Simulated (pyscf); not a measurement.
PySCF, gas phase, ωB97X-D3(BJ)/def2-SVP geometries.

HCl (SMILES Cl) + HO–GeH₂–Cl (SMILES [OH][GeH2][Cl]) → Cl–GeH₂–Cl (SMILES [Cl][GeH2][Cl]) + H₂O (SMILES O)
Surface: singlet. Broken: Cl–H, Ge–O. Formed: Cl–Ge, H–O. Give ΔE‡ and ΔE from ωB97M-D3(BJ)/def2-TZVP, relative to the separated reactants.

ΔE‡ = 13.4 kcal/mol, ΔE = -8.6 kcal/mol. Zero-point energy shifts the barrier by +2.1 kcal/mol. It is a four-centre exchange, with an imaginary mode of 264i cm⁻¹. On the reactant side the descent ends in a complex, 5.8 kcal/mol under the separated species and 18.0 kcal/mol under the saddle at ωB97X-D3(BJ)/def2-TZVP. On the product side the descent ends in a complex, 5.9 kcal/mol under the separated species and 28.4 kcal/mol under the saddle at ωB97X-D3(BJ)/def2-TZVP. This is the saddle that the search found; another between the same sides may lie lower. Elements up to Kr have no core potential and no relativistic terms here.
